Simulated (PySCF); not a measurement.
System (SMILES): C=C=O.
Geometry (B3LYP-D3(BJ)/def2-TZVP, fixed):
```xyz
5

C      0.0091     0.0017    -1.2056
C     -0.0008    -0.0001     0.1027
H      0.0282     0.9401    -1.7377
H     -0.0018    -0.9351    -1.7406
O     -0.0096    -0.0018     1.2620
```

How fast the isotropic shielding of O5 converges with the basis for several methods (PySCF): deviation from each method's own reference, in ppm. References: HF -32.15 ppm, the value in pcseg-3; PBE -20.32 ppm, the value in pcseg-3; PBE0 -26.13 ppm, the value in pcseg-3. All functions are spherical. Core-valence sets carry the plain set on hydrogen. No added dispersion term, no relativity. GIAO; atoms are numbered in the order shown.

```
basis        functions     HF    PBE  PBE0
-----------  ---------  -----  -----  ----
6-31G*              46  33.32  32.40     ?
cc-pVDZ             52  28.89  30.25     ?
pcseg-1             52  17.94  23.09     ?
pcSseg-1            61  -6.18  -7.55     ?
aug-cc-pVDZ         87  34.47  35.12     ?
def2-TZVP          105   7.56   6.93     ?
cc-pVTZ            118   9.82   7.41     ?
def2-TZVPD         132  10.30  10.19     ?
pcSseg-2           136   5.60  -1.18     ?
cc-pCVTZ           157   9.47   1.51     ?
cc-pVQZ            225   8.78   4.77     ?
def2-QZVP          231   5.76   4.24     ?
```

Task: Complete the blanks.

Result: 
- 6-31G*, PBE0: 32.96
- cc-pVDZ, PBE0: 30.46
- pcseg-1, PBE0: 22.32
- pcSseg-1, PBE0: -6.70
- aug-cc-pVDZ, PBE0: 34.98
- def2-TZVP, PBE0: 7.44
- cc-pVTZ, PBE0: 8.70
- def2-TZVPD, PBE0: 10.35
- pcSseg-2, PBE0: 0.60
- cc-pCVTZ, PBE0: 3.93
- cc-pVQZ, PBE0: 6.03
- def2-QZVP, PBE0: 4.73

Mean absolute deviation over def2-TZVP, cc-pVTZ, def2-TZVPD, pcSseg-2, cc-pCVTZ: PBE 5.44, PBE0 6.21, HF 8.55 ppm.
